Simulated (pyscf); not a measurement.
PySCF, gas phase, ωB97X-D3(BJ)/def2-SVP geometries.

Q: PBE/def2-TZVP puts the barrier of HS–Zn–SH + H₂Se → H₂S + HS–Zn–SeH (four-centre exchange; singlet surface; S–Zn, H–Se broken, H–S, Se–Zn formed) at -0.7 kcal/mol and the reaction energy at -3.6 kcal/mol, from the separated reactants. What do r²SCAN/def2-TZVP, M06-2X/def2-TZVP, ωB97M-D3(BJ)/def2-TZVP give on the same structures?

A: r²SCAN: ΔE‡ = -1.1 kcal/mol, ΔE = -3.7 kcal/mol; M06-2X: ΔE‡ = 1.5 kcal/mol, ΔE = -5.0 kcal/mol; ωB97M-D3(BJ): ΔE‡ = 5.5 kcal/mol, ΔE = -3.8 kcal/mol. PBE's barrier lies among them. Its reaction energy matches one of them and lies within 1.4 kcal/mol of the others. On the reactant side the descent ends in an adduct with a Se–Zn contact, 11.6 kcal/mol under the separated species and 12.2 kcal/mol under the saddle at ωB97X-D3(BJ)/def2-TZVP. On the product side the descent ends in an adduct with a S–Zn contact, 9.7 kcal/mol under the separated species and 15.4 kcal/mol under the saddle at ωB97X-D3(BJ)/def2-TZVP. At PBE, r²SCAN the saddle lies under the separated reactants, which points to a path from their complex (located at ωB97X-D3(BJ) alone). What is counted as formed (Se–Zn) is already present as a longer contact in the reactant adduct; forming that adduct is a step of its own. What is counted as broken (S–Zn) persists as a longer contact in the product adduct; parting that adduct is a step of its own. At ωB97X-D3(BJ) the barrier from the zero used here is 0.7 kcal/mol. This is the saddle that the search found; another between the same sides may lie lower. Elements up to Kr have no core potential and no relativistic terms here.
